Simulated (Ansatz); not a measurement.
Polycrystal shear modulus (GPa) of solids drawn from the class of halides, at two levels: PBE (Ansatz, an electronic-structure program, PAW), and PBE0 in Ansatz (plane waves, PAW).

```
solid                    PBE  PBE0
----------------------  ----  ----
CsCl-type TlBr          7.36  8.33
cubic perovskite KMgF3  42.6     ?
rock-salt AgBr          8.57  9.55
cubic perovskite KZnF3  32.8  37.4
fluorite SrCl2          13.2  14.4
CsCl-type TlCl          7.76  8.79
```

Estimate the withheld PBE0 value from the other rows.

One way: carry over the typical ratio. The ratios PBE0 / PBE of the other rows, in order: 1.091, 1.114, 1.132, 1.133, 1.140; median 1.132. Cubic perovskite KMgF3: 42.6 × 1.132 = 48.2 GPa; the run gives 47.5 GPa. The ratios spread from 1.091 to 1.140.

Over all 6 rows PBE0 is the larger in 6.

Ansatz's runs of these crystals have no spin polarisation.

Spin–orbit coupling is left out, also for the solids with elements from indium on (CsCl-type TlBr, CsCl-type TlCl); its size isn't shown.

Each level is taken at its own relaxed cell. Ansatz's density-functional and Hartree–Fock values are scalar-relativistic unless marked +SOC, with PAW data made under PBE.
